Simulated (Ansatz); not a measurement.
# C2H7Al: molecular dynamics

Purpose: to follow the molecule's vibrations and see whether its bonds hold. The start is relaxed first. Runs: 300 steps of 0.25 fs under a Nosé-Hoover thermostat at 300 K.

Method: RKS PBE/def2-SVP, in Ansatz 0.2.0.

## (1) The structure to begin with

Bond lengths: Al1–C2 1.970 Å, C2–H3 1.110 Å, C2–H4 1.110 Å, C2–C5 1.520 Å, C5–H6 1.110 Å, C5–H7 1.110 Å, C5–H8 1.110 Å, Al1–H9 1.560 Å, Al1–H10 1.560 Å. Angles (14 of 15 angles, heavy atoms first): Al1–C2–C5 109.5°, Al1–C2–H3 109.5°, Al1–C2–H4 109.5°, H3–C2–C5 109.4°, H4–C2–C5 109.4°, C2–Al1–H9 120.0°, C2–Al1–H10 120.0°, C2–C5–H6 109.5°, C2–C5–H7 109.5°, C2–C5–H8 109.5°, H3–C2–H4 109.4°, H9–Al1–H10 120.0°, H6–C5–H7 109.4°, H6–C5–H8 109.4°.

Coordinates:

```xyz
10

Al    0.0000    0.0000    0.0000
C     0.0000    0.0000    1.9700
H    -0.9996   -0.3092    2.3405
H     0.7676   -0.7111    2.3405
C     0.3177    1.3971    2.4774
H     0.9159    1.3257    3.4096
H     0.8975    1.9479    1.7076
H    -0.6280    1.9396    2.6859
H     1.3510    0.0000   -0.7800
H    -1.3510    0.0000   -0.7800
```

## (2) Relaxing the start

Input file input.yaml:

```yaml
crystal:
  periodic: [false, false, false]
  atoms:
    - { symbol: Al, position_ang: [0.0, 0.0, 0.0] }
    - { symbol: C, position_ang: [0.0, 0.0, 1.97] }
    - { symbol: H, position_ang: [-0.9996, -0.3092, 2.3405] }
    - { symbol: H, position_ang: [0.7676, -0.7111, 2.3405] }
    - { symbol: C, position_ang: [0.3177, 1.3971, 2.4774] }
    - { symbol: H, position_ang: [0.9159, 1.3257, 3.4096] }
    - { symbol: H, position_ang: [0.8975, 1.9479, 1.7076] }
    - { symbol: H, position_ang: [-0.628, 1.9396, 2.6859] }
    - { symbol: H, position_ang: [1.351, 0.0, -0.78] }
    - { symbol: H, position_ang: [-1.351, 0.0, -0.78] }
basis:
  gaussian: { orbitals: def2-SVP }
hamiltonian:
  xc: pbe
relax:
  f_tol: 0.02
  max_steps: 40
```

On the command line:

```console
$ ansatz run input.yaml --threads 1 --pin off --max-ram 2048MiB --backend cpu --events-out ev --progress --plain --runs-dir out
```

After this run come: Dynamics.

**Question.** What will these runs give? Wanted: relaxation of the start; temperature, first and last step; temperature, second half; potential energy, second half; largest change of the conserved energy; bonds formed or broken.

**Answer**, as computed:

| quantity | value |
| --- | --- |
| relaxation of the start | 20 moves, 0.215 eV lower |
| length | 300 steps of 0.25 fs |
| temperature, first and last step | 300 and 154 K |
| temperature, second half | mean 151 K, from 82 to 214 K |
| potential energy, second half | +16 meV/atom from the start |
| largest change of the conserved energy | 0.03 meV/atom |
| bonds formed or broken | 0 |

In words: Against a set 300 K the second half averages 151 K with a spread of 29 K; 16 meV/atom has gone into potential energy, and a thermostat that acts over some 300 fs has not made it up in 75 fs. The conserved energy strays from its start by at most 0.03 meV/atom, 0.2 % of the mean kinetic energy, which is good for a step of 0.25 fs. No bond forms or breaks. Averages from a run of 75 fs with 10 atoms are rough. The nuclei move classically, without zero-point motion, which matters most for hydrogen.
